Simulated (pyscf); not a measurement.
A first-order saddle from PySCF, ωB97X-D3(BJ)/def2-SVP:

```xyz
11

Si    -1.7211    -0.6223     0.3264
Si     0.0749     1.2588    -0.7504
H     -0.7421    -1.6683    -0.0412
H     -2.4865    -0.0090    -0.7921
H     -2.7830    -1.2976     1.1527
H     -0.6480     2.4677    -1.2863
H      1.4828     1.7150    -0.4643
H      0.1893     0.3186    -1.9202
O     -1.1858     0.3290     1.8542
H     -0.6025     0.9557     1.2220
H     -1.8712     0.7826     2.3774
```
Charge 0, spin multiplicity 1.

Surface: singlet, charge 0. Lowest wavenumbers (cm⁻¹): 588i, 93, 227, 251, 318.

Question: Which two sides does it connect, and which bonds change?

Answer: `[SiH3][SiH3]` + `[OH2]` <-> `[OH][SiH3]` + `[SiH4]`, a four-centre exchange read from left to right: Si–Si, H–O broken and O–Si, H–Si formed. At CCSD(T)/def2-TZVPP + ΔMP2(QZVPP) it lies +1.84 eV from the left side and +2.68 eV from the right (each side as separated species at their lowest minima found). This is the saddle that the search found; another between the same sides may lie lower. The CCSD(T) − MP2 part came from Ansatz, without density fitting, on the same reference.
